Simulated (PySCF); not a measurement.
Working out the ionisation energy of Ar

Ar [Ar] (1S) → Ar⁺ [Ne] 3s2 3p5 (2P). Computed with PySCF 2.14 in aug-cc-pwCVDZ (6s5p3d, 36 functions), with the non-relativistic Hamiltonian (point nucleus). Frozen: nothing. Energies in hartree (1 hartree = 27.21139 eV):

```csv
part,Ar (lower),Ar⁺ (upper)
UHF,-526.800989,-526.261926
CCSD correlation,-0.328396,-0.298206
(T),-0.004303,-0.003271
```

Problem. What does Hartree-Fock give?

Solution. (-526.261926) − (-526.800989) = 0.539063 hartree = 14.669 eV.

Problem. What do CCSD and CCSD(T) give?

Solution. The CCSD correlation energies differ by 0.030190 hartree = 0.822 eV and the triples by 0.001032 hartree = 0.028 eV, so CCSD gives 15.491 eV and CCSD(T) 15.519 eV.

Measured between the centres of the two terms (NIST): 15.819 eV, so CCSD(T) (all electrons) is off by -0.300 eV.

A double-zeta basis recovers only part of the correlation energy.

What remains against the reference includes basis incompleteness and higher excitations.
